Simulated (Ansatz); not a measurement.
```yaml
crystal:
  periodic: [false, false, false]
  atoms:
    - {symbol: N, position_ang: [-0.515859, 0.795878, -0.709512]}
    - {symbol: C, position_ang: [-0.025334, 0.241515, 0.335751]}
    - {symbol: N, position_ang: [0.593138, -0.990962, 0.416801]}
    - {symbol: H, position_ang: [-0.494752, 0.381196, -1.599725]}
    - {symbol: H, position_ang: [-0.940117, 1.654275, -0.574402]}
    - {symbol: H, position_ang: [-0.091088, 0.716300, 1.336932]}
    - {symbol: H, position_ang: [0.861550, -1.316860, 1.328773]}
    - {symbol: H, position_ang: [0.727586, -1.500536, -0.412942]}
basis:
  gaussian: {orbitals: STO-3G, final_grid: {core_spheres: 1, valence_spheres: 1, degree: 1}}
total_charge: 1
hamiltonian: {xc: {name: wB97M-V}}
```

```sh
$ ansatz run in.yaml --threads 2 --pin off --events-out ev --progress --plain --max-ram 32768MiB --backend cpu
```

Shortened log:

```
Functional definition: wB97M-V
275 factors; integrals over basis functions are off by at most 2.9e-5 eV
111 factors; integrals over basis functions are off by at most 1.0e-6 eV
mean field evaluation 1: about -4038.2879 eV, gradient 2.0e1 eV
mean field evaluation 2: about -4038.9405 eV, gradient 1.5e1 eV
mean field evaluation 4: about -4039.4612 eV, gradient 5.7e-1 eV
mean field evaluation 8: about -4022.8543 eV, gradient 3.9e-1 eV
mean field -4022.85548264 eV, -147.8372121976 hartree, gradient 1.7e-5 eV, S^2 0.000000; 0 other end points of the search recorded, 0 dependent functions left out
reference -4022.85548317 eV, -147.8372122171 hartree; 12, 12 occupied and 8, 8 virtual orbitals, 275 factors
Total energy: -4022.85548317 eV, -147.8372122171 hartree
```

(1) What is wrong with this run?

## Answers

(1) The integration grid is far too coarse. The calculation finished and met its thresholds. The result belongs to that input, not to the molecule as meant.
